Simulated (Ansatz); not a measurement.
Relaxation of CH₄BS (7 atoms, charge 0, multiplicity 2), to a largest force component of 0.015 eV/Å in at most 40 steps.

Computed with Ansatz 0.2.0, UKS B3LYP-D4/def2-SVP.

```xyz
7
Properties=species:S:1:pos:R:3
B -1.705 -0.370 -0.327
S -0.281 -0.952 0.396
C 1.000 0.375 0.114
H -2.739 -0.884 -0.382
H 1.217 0.434 -0.947
H 0.621 1.321 0.484
H 1.886 0.077 0.663
```

Where does it end, and by what steps?

The run converged. After 6 steps the energy has fallen by 0.056 eV; H4 moved furthest, 0.06 Å.

```tsv
step	energy less start (eV)	largest force component (eV/Å)	accepted
0	0.0000	1.014	yes
1	-0.0441	0.562	yes
2	-0.0550	0.104	yes
3	-0.0559	0.028	yes
4	-0.0559	0.028	yes
5	-0.0561	0.017	yes
6	-0.0561	0.002	yes
```

```xyz
7
Properties=species:S:1:pos:R:3
B -1.723 -0.352 -0.351
S -0.271 -0.936 0.409
C 1.001 0.369 0.118
H -2.778 -0.924 -0.380
H 1.225 0.441 -0.955
H 0.643 1.336 0.494
H 1.903 0.065 0.666
```

Run time: 7.7 s on 1 thread of AMD EPYC 9R45 96-Core Processor (Zen 5), with other jobs on the host, peak memory 0.17 GiB.
